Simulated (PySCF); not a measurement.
# Ionisation of 2-methylpyrrolidine

System: 2-methylpyrrolidine, `C[C@H]1CCCN1` (C5H11N). Atom numbers as in the mapped SMILES `[CH3:1][C@H:2]1[CH2:3][CH2:4][CH2:5][NH:6]1`. These are map numbers, not IUPAC locants.

These are calculated values, M06-2X/ma-def2-SVP in PySCF (grid level 3) at geometries from PBE0-D3(BJ)/def2-SVP. Thermal corrections: GFN2-xTB frequencies, unscaled, ideal gas at 298.15 K and 1 bar, quasi-RRHO entropy. These were taken at the GFN2-xTB minima.

Frontier levels of the parent: HOMO -7.79 eV, LUMO 0.61 eV.

Oxidation to the radical cation:
```
Vertical ionisation energy (electronic)              : 8.76 eV
Adiabatic ionisation energy (with zero-point energy) : 7.82 eV
Adiabatic, electronic part                           : 7.92 eV
Vertical gap at the product's structure              : 7.64 eV
Inner reorganisation energy (four-point)             : 1127 meV
Relaxation of product / of parent                    : 847 / 280 meV
⟨S²⟩ of the product                                  : 0.755
Largest spin populations                             : N6 0.83
Largest changes of atomic charge                     : N6 0.42, H (on C5) 0.11, H (on C2) 0.11, H (on N6) 0.09
Distances that move most (Å)                         : C5–N6 1.447 → 1.429; C3–C4 1.542 → 1.528; C2–N6 1.452 → 1.439; C5–H 1.102 → 1.114
Potential in THF                                     : 5.73 V absolute, 1.27 V against Fc+/Fc computed at 4.46 V (solvation -11 → -213 kJ/mol)
```

Solvents are IEF-PCM continua (electrostatics only, gas-phase structures); absolute potentials refer to an electron at rest in vacuum. Fc+/Fc in THF, 4.46 V, is M06-2X/ma-def2-SVP on PBE0-D3(BJ)/def2-SVP structures with GFN2-xTB thermal terms (carried over from another solvent by the shift found with PBE0). Benchmark calculations put it near 5.0 V in acetonitrile and DMSO, so it is about 0.5 V low, and the value against it can read up to that much too high.

Caveats: ma-def2-SVP is a small basis, whose errors can reach tens of kJ/mol.

Hardware: 1 thread of Arm Neoverse N1, shared with other jobs. Command: `OMP_NUM_THREADS=1 python redox_run.py task.json out`. Structures, frequencies and single points: 7.2 min.
